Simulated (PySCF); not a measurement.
## Phosphorus: a sound run and one with changed settings

Sound run: P [Ne] 3s2 3p3, P⁺ [Ne] 3s2 3p2. Computed with PySCF 2.14 in cc-pVDZ-DK (4s3p1d, 18 functions), with scalar relativity by spin-free X2C-1e. In the sound run the correlated levels freeze [Ne]. The sound run starts from symmetry-adapted Hartree-Fock orbitals and uses a fine grid where one is needed.

A second run was set up differently.

```tsv
species	method	sound run (hartree)	changed run (hartree)	converged
P	UHF	-341.52339	-341.52339	yes
P	MN15	-342.06837	-342.06837	yes
P	B3LYP	-342.09830	-342.09830	yes
P	MP2	-341.58688	-341.54412	yes
P	CCSD(T)	-341.60560	-341.60560	yes
P⁺	UHF	-341.15877	-341.15877	yes
P⁺	MN15	-341.68688	-341.68688	yes
P⁺	B3LYP	-341.71765	-341.71765	yes
P⁺	MP2	-341.20817	-341.17477	yes
P⁺	CCSD(T)	-341.22954	-341.22954	yes
```

Ionisation energy of P:

```json
{"method": "UHF", "sound run (eV)": "9.922", "changed run (eV)": "9.922"}
{"method": "MN15", "sound run (eV)": "10.381", "changed run (eV)": "10.381"}
{"method": "B3LYP", "sound run (eV)": "10.358", "changed run (eV)": "10.358"}
{"method": "MP2", "sound run (eV)": "10.305", "changed run (eV)": "10.051"}
{"method": "SCS-MP2", "sound run (eV)": "10.165", "changed run (eV)": "10.003"}
{"method": "CCSD", "sound run (eV)": "10.231", "changed run (eV)": "10.231"}
{"method": "CCSD(T)", "sound run (eV)": "10.233", "changed run (eV)": "10.233"}
```

(1) What was changed?
A. minimal basis
B. a valence shell is frozen
C. basis contracted for another Hamiltonian
D. level shift left on

Answers

(1) D. It used initial guess atom, at most 50 SCF cycles, level shift 2.0 hartree. A level shift leaves the converged SCF energy unchanged but raises the virtual orbital energies, which shrinks MP2 if it is not removed.
